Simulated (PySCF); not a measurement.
H3PO4.
Bonds: O1–P2 (double), P2–O3, P2–O4, P2–O5. Hydrogens: H6 on O3; H7 on O4; H8 on O5.

The geometry is computed with GFN2-xTB (gas phase).

(1) What internal coordinates does the optimisation give?

## Answers

(1) 
```csv
bond,length (Å)
O1=P2,1.456
"P2–O3, P2–O4",1.604
P2–O5,1.578
"O3–H6, O4–H7, O5–H8",0.955
```

Bonds in one row agree within 0.01 Å and their mean is given. A selection of angles:
```csv
angle,degrees
O1–P2–O3,115.3
O1–P2–O4,114.0
O1–P2–O5,116.6
O3–P2–O4,103.2
O3–P2–O5,102.3
P2–O3–H6,109.2
P2–O5–H8,110.7
```

Dihedral angles: H6–O3–P2–O1 18° (synperiplanar); H7–O4–P2–O1 2° (synperiplanar); H8–O5–P2–O1 178° (antiperiplanar). The mirror-image conformer, all signs reversed, is as good.

P2 (phosphoryl phosphorus) is distorted tetrahedral (angles from 102.3° to 116.6°). The O–P distances run from 1.456 Å (O1=P2, drawn double) to 1.607 Å (P2–O4, drawn single), a spread of 0.151 Å.

Point group: near Cs, missed by 0.14 Å at most; the miss may be what the optimiser left on a soft mode. Whether it is a minimum is left open (no frequencies). One conformer, not necessarily the lowest (O1–P2–O3–H 18°, O1–P2–O4–H 2°, O1–P2–O5–H 178°).
